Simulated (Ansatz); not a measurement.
# BSiH6 (doublet): wB97M-V, B2PLYP, RPA-PBE over a scan of the distance Si1–H5 along a hydrogen transfer, cc-pVDZ

An exercise on one series of results from a longer session: the logs are not shown, and one member is left open.

Computed with Ansatz 0.2.0, Gaussian basis. Level: cc-pVDZ, all electrons in the functionals, frozen cores in the correlation of double hybrids and RPA.

Plan: wB97M-V, B2PLYP, RPA-PBE, at 1.485 Å; 1.530 Å; 1.622 Å; 1.713 Å; 1.805 Å.

## What is computed

The geometry derives from fragments relaxed apart (PBE0/def2-TZVP) and kept rigid, so it is no stationary point. A hydrogen atom is moved between rigid fragments.

8 atoms, charge 0, spin multiplicity 2.

Atoms are counted from 1 here; the program's logs count them from 0.

Bond lengths: Si1–H2 1.485 Å, Si1–H3 1.485 Å, Si1–H4 1.485 Å, Si1–H5 1.485 Å, B6–H7 1.191 Å, B6–H8 1.191 Å. Angles: H2–Si1–H3 109.5°, H2–Si1–H4 109.5°, H2–Si1–H5 109.5°, H3–Si1–H4 109.5°, H3–Si1–H5 109.5°, H4–Si1–H5 109.5°, H7–B6–H8 129.4°.

No dispersion term is added; wB97M-V holds VV10 nonlocal correlation.

The geometry shown and the zero of energy belong to the point 1.485 Å. The yardstick, UCCSDT(Q), and other wave-function levels (R restricted, U unrestricted, valence and pair active spaces) come from earlier runs.

Set-up of the first run:

Input file in.yaml:

```yaml
crystal:
  periodic: [false, false, false]
  atoms:
    - {symbol: Si, position_ang: [-0.871887, 0.000000, 0.000000]}
    - {symbol: H, position_ang: [-1.366759, 1.399708, 0.000000]}
    - {symbol: H, position_ang: [-1.366758, -0.699854, 1.212183]}
    - {symbol: H, position_ang: [-1.366759, -0.699854, -1.212182]}
    - {symbol: H, position_ang: [0.612728, 0.000000, 0.000000]}
    - {symbol: B, position_ang: [2.103113, 0.000000, -0.000001]}
    - {symbol: H, position_ang: [2.612187, 0.000000, 1.077008]}
    - {symbol: H, position_ang: [2.612186, 0.000000, -1.077009]}
basis:
  gaussian: {orbitals: cc-pVDZ}
magnetization: {spin_polarized: true, initial_magnetization: 1}
hamiltonian: {xc: {name: wB97M-V}}
output: {forces: true, orbitals: {seedname: orbitals}}
```

On the command line:

```console
$ ansatz run in.yaml --threads 1 --pin off --events-out ev --progress --plain --max-ram 4096MiB --backend cpu
```

Among the steps run: wB97M-V, 1.485 Å; wB97M-V, 1.530 Å; wB97M-V, 1.622 Å; wB97M-V, 1.713 Å; wB97M-V, 1.805 Å; B2PLYP, 1.485 Å; B2PLYP, 1.530 Å; B2PLYP, 1.622 Å; B2PLYP, 1.713 Å; B2PLYP, 1.805 Å; RPA-PBE, 1.485 Å; RPA-PBE, 1.530 Å; RPA-PBE, 1.622 Å; RPA-PBE, 1.713 Å; RPA-PBE, 1.805 Å.

One table of the session follows, with a row left open; its other results are not shown here.

```
    level  1.622 Å
UCCSDT(Q)      0.2
  wB97M-V      0.3
   B2PLYP      0.2
  RPA-PBE        ?
```

**Question.** Estimate the row for RPA-PBE.

As computed: 1.622 Å: -1.0. In the column «1.622 Å» it is the lowest.

To keep in mind: Energies in kcal/mol, counted from 1.485 Å; blanks weren't run or aren't comparable.
